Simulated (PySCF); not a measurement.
How the method moves the HOMO and LUMO of `N[BH2-][NH3+]`

Species: BH₇N₂.
SMILES with atom numbers: `[NH2:1][BH2-:2][NH3+:3]` (hydrogens: H4, H5 on N1; H6, H7 on B2; H8, H9, H10 on N3)

Structure used (PBE0-D3(BJ)/def2-SVP), in Å, numbered top down from 1:
```xyz
10
BH7N2 angstrom
N     -1.332   -0.396   -0.013
B     -0.181    0.504   -0.303
N      1.170   -0.273    0.340
H     -1.802   -0.781   -0.824
H     -2.038   -0.018    0.608
H      0.123    0.617   -1.491
H     -0.176    1.579    0.301
H      1.269   -1.190   -0.097
H      1.025   -0.429    1.338
H      2.035    0.253    0.207
```

Basis pcSseg-2 throughout (PySCF), one geometry. Geometry: PBE0-D3(BJ)/def2-SVP, one conformer, isolated molecule.

Task: How do the orbital energies, the gap and the dipole change with the method?

Result: 
```tsv
method	kind	HOMO (eV)	LUMO (eV)	gap (eV)	μ (D)	SCF cycles
OPBE	GGA	-4.79	-0.67	4.12	3.69	16
BLYP	GGA	-4.79	-0.82	3.97	3.59	15
B97-D	GGA	-4.87	-0.63	4.24	3.65	15
PBE	GGA	-4.88	-0.77	4.11	3.62	15
BP86	GGA	-4.98	-0.63	4.35	3.65	15
KT3	GGA	-4.99	-0.97	4.03	3.57	15
KT2	GGA	-5.01	-0.74	4.27	3.55	15
LDA	LDA	-5.02	-0.82	4.20	3.61	14
B97-2	global hybrid	-5.96	0.02	5.98	3.74	12
B3LYP	global hybrid	-6.03	-0.36	5.66	3.69	13
PBE0	global hybrid	-6.23	-0.01	6.23	3.74	12
mPW1PW91	global hybrid	-6.25	-0.02	6.24	3.75	12
BHandHLYP	global hybrid	-7.57	0.50	8.07	3.77	12
CAM-B3LYP	range-separated hybrid	-7.68	0.66	8.34	3.75	12
wB97X-D	range-separated hybrid	-8.14	1.76	9.89	3.81	13
LC-wPBE	range-separated hybrid	-9.04	1.86	10.90	3.84	13
HF	Hartree–Fock	-9.71	2.21	11.92	3.86	10
```

The HOMO spans 4.92 eV, from OPBE down to HF, and the gap runs from 3.97 eV (BLYP) to 11.92 eV (HF). Over the methods OPBE (0 %), BLYP (0 %), B97-D (0 %), PBE (0 %), BP86 (0 %), KT3 (0 %), KT2 (0 %), LDA (0 %), B97-2 (21 %), B3LYP (20 %), PBE0 (25 %), mPW1PW91 (25 %), BHandHLYP (50 %), HF (100 %), a straight line through the gap against the share of exact exchange rises by 0.78 eV for each 10 % (correlation coefficient 0.999). The dipole ranges from 3.55 D (KT2) to 3.86 D (HF). This basis has no diffuse functions.
